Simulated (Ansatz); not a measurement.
Species: C₃H₄ (charge +1, doublet). 
Structure (B3LYP-D3(BJ)/def2-TZVP (Ansatz, a first-principles code) minimum search):
```xyz
7

C     -1.2082    -0.1470    -0.1356
C      0.1823     0.0036     0.0292
C      1.4078     0.1586     0.1639
H     -1.4579    -0.9690    -0.8144
H     -1.5649     0.7836    -0.6354
H     -1.7356    -0.1960     0.8228
H      2.4675     0.2901     0.2816
```
Charge +1, spin multiplicity 2.

Basis-set convergence of Hartree-Fock and CCSD correlation energies (hartree) with Ansatz. Cores are frozen in the correlated levels unless marked. Open shells are spin-unrestricted. Spin-orbit coupling is left out. Non-relativistic.

```
basis    functions       E(HF)  E(corr, CCSD)
-------  ---------  ----------  -------------
cc-pVDZ          -  -115.54593       -0.38562
cc-pVTZ        146         [?]            [?]
```

### Question
Some entries are withheld; supply them.

### Answer

- cc-pVTZ, E(HF): -115.57877
- cc-pVTZ, E(corr, CCSD): -0.45691
